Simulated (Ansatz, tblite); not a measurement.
Potential energy curve for LiH, singlet.

Levels: UKS-PBE = unrestricted PBE/aug-cc-pVDZ (Ansatz, an electronic-structure program); GFN2-xTB, 300 K electronic temperature (tblite); UKS-CAM-B3LYP = Ansatz with unrestricted CAM-B3LYP/aug-cc-pVDZ.

Total energies in hartree (comparable only within one method and basis):

```
R / Å   UKS-PBE  GFN2-xTB  UKS-CAM-B3LYP
-----  --------  --------  -------------
1.20   -8.01041  -0.77891       -8.02932
1.26   -8.02097  -0.78189       -8.03971
1.34   -8.03097  -0.78365       -8.04946
1.45   -8.03900  -0.78316       -8.05707
1.52   -8.04154  -0.78164       -8.05933
1.54   -8.04198  -0.78107       -8.05969
1.60   -8.04265  -0.77910       -8.06009
1.65   -8.04256  -0.77718       -8.05978
1.69   -8.04214  -0.77550       -8.05918
1.75   -8.04102  -0.77279       -8.05778
1.87   -8.03743  -0.76687       -8.05359
2.00   -8.03217  -0.76041       -8.04761
2.13   -8.02607  -0.75389       -8.04075
2.41   -8.01187  -0.73723       -8.02472
2.62   -8.00138  -0.72448       -8.01270
2.88   -7.98974  -0.70915       -7.99895
3.20   -7.97919  -0.69163       -7.98730
3.54   -7.97156  -0.67518       -7.97949
3.88   -7.96650  -0.66127       -7.97464
4.34   -7.96233  -0.64651       -7.97099
4.73   -7.96037         —       -7.96948
5.58   -7.95973         —       -7.96838
6.40   -7.95969         —       -7.96818
```

Dashes: no converged value, or the column stops at the first point that the program doubted or that broke a chosen test of continuity, which isn't proof of a fault.

The unrestricted determinant behind UKS-PBE, UKS-CAM-B3LYP is spin-contaminated at 2.88 to 6.40 Å (<S²> up to 1.0, against 0.00 for a pure singlet).
